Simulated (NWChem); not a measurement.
Species: allene (C$_{3}$H$_{4}$); SMILES C=C=C

```xyz
7

C      0.0000     0.0000     1.3165
C      0.0000     0.0000     0.0000
C      0.0000     0.0000    -1.3165
H     -0.6663     0.6663     1.8909
H      0.6663    -0.6663     1.8909
H     -0.6663    -0.6663    -1.8909
H      0.6663     0.6663    -1.8909
```
Atoms are numbered in this order, from 1.

The geometry was optimised at PBE-D3(BJ)/def2-SVP.

Q: List the 4 lowest vertical singlet excitations from Hartree-Fock/def2-SVP, CIS (NWChem).

A: 
```
state  energy (eV)  oscillator strength  leading excitation (squared amplitude)
-----  -----------  -------------------  --------------------------------------
S1            6.31                0.000                  HOMO−1 → LUMO+1 (0.31)
S2            6.68                0.000                    HOMO−1 → LUMO (0.26)
S3            8.30                0.000                    HOMO−1 → LUMO (0.31)
S4            8.59                1.714                  HOMO−1 → LUMO+1 (0.24)
```
